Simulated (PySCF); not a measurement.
Aziridine, C₂H₅N.
Numbering: `[CH2:1]1[CH2:2][NH:3]1` (hydrogens: H4, H5 on C1; H6, H7 on C2; H8 on N3)

Level: wB97X-D/pcSseg-2 in PySCF, non-relativistic, on one gas-phase PBE0-D3(BJ)/def2-TZVP geometry that isn't relaxed in the solvent. The solvent is an IEF-PCM continuum (Bondi radii, 1.10 Å for H, scaled by 1.2). Specific hydrogen bonds and non-electrostatic terms are outside this model.

Gas phase at wB97X-D/pcSseg-2: HOMO -9.14 eV, LUMO 2.36 eV, dipole 1.77 D.

Problem. What does the continuum do to the energy, the frontier levels and the dipole at wB97X-D/pcSseg-2 in chloroform?

Solution. 
```tsv
solvent	ε	E(solvent) − E(gas) (kcal/mol)	polarisation term (kcal/mol)	distortion of the solute (kcal/mol)	HOMO (eV)	LUMO (eV)	dipole (D)
chloroform	4.711	-3.27	-3.67	0.40	-9.22	2.63	2.15
```

The first energy column is the sum of the next two and covers electrostatics alone.

Problem. Which radius a makes the point-dipole formula ΔE = −[(ε − 1)/(2ε + 1)]·μ²/a³ give the value in chloroform, with the gas-phase dipole?

Solution. μ = 0.696 au and |ΔE| = 0.00520 Eh give a = 1.70 Å; the farthest nucleus lies 1.70 Å from the centroid of the nuclei. The formula assumes a rigid point dipole at the centre of a sphere.

Hardware: an Arm Neoverse N1 with one thread, no GPU, on a shared host. Cost: 18 s wall, 0.78 GiB resident at most. This is the whole shielding run at wB97X-D/pcSseg-2 in chloroform, SCF included.

Note: wB97X-D ran without an empirical dispersion term, which enters the total energy and its gradient alone.
